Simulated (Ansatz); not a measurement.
AsH3⁺, doublet: stretch scan

Starting geometry (PBE0/def2-TZVP stationary point for this spin, not checked as a minimum):

```json
{"atom": "As", "x (Å)": "0.0001", "y (Å)": "0.0000", "z (Å)": "-0.0162"}
{"atom": "H", "x (Å)": "1.4362", "y (Å)": "0.0138", "z (Å)": "0.4059"}
{"atom": "H", "x (Å)": "-0.7317", "y (Å)": "1.2385", "z (Å)": "0.3977"}
{"atom": "H", "x (Å)": "-0.7085", "y (Å)": "-1.2513", "z (Å)": "0.3998"}
```

From there H3 moves along the line of the two atoms named below, all else staying in place; atoms are numbered as listed. Energies are in eV, counted from the starting geometry at the same level. Kohn–Sham curves are unrestricted where that lies lower.

Basis cc-pVDZ; Ansatz 0.2.0. Correlated methods freeze the noble-gas cores and the filled d shells of p-block atoms. No spin–orbit coupling is included, and no scalar relativity.

Unrestricted Kohn–Sham rows aren't spin-pure: their determinants' ⟨S²⟩ exceeds S(S+1) by up to 0.30, so they mix in states of higher spin.

Full CI is exact within this basis and frozen core; it isn't the basis-set limit.

```
distance As1-H3 (Å)  r2SCAN
              1.226   1.173
              1.340   0.330
              1.497   0.000
              1.678   0.243
              1.806   0.601
              2.024   1.324
              2.343   2.285
              2.767   2.961
              3.246   3.285
              4.068   3.453
              5.137   3.455
```

Question: Estimate the full CI curve in cc-pVDZ from this one, knowing how r2SCAN differs from it in such a basis.

Answer: The computed full CI values, in eV from the starting point, and the difference of r2SCAN against them:
| distance As1-H3 (Å) | full CI | r2SCAN less full CI |
| --- | --- | --- |
| 1.226 | 1.203 | -0.030 |
| 1.340 | 0.338 | -0.008 |
| 1.497 | 0.000 | 0.000 |
| 1.678 | 0.248 | -0.005 |
| 1.806 | 0.610 | -0.009 |
| 2.024 | 1.328 | -0.004 |
| 2.343 | 2.277 | 0.008 |
| 2.767 | 3.045 | -0.084 |
| 3.246 | 3.265 | 0.020 |
| 4.068 | 3.287 | 0.166 |
| 5.137 | 3.291 | 0.164 |

r2SCAN at 5.137 Å lies 0.164 eV (5 %) above the reference in this basis.

In so small a basis the reference is far from its limit while semilocal and hybrid functionals are nearer theirs, so the functionals' errors here hold much of the reference's basis and frozen-core error, which can add to them or hide them.
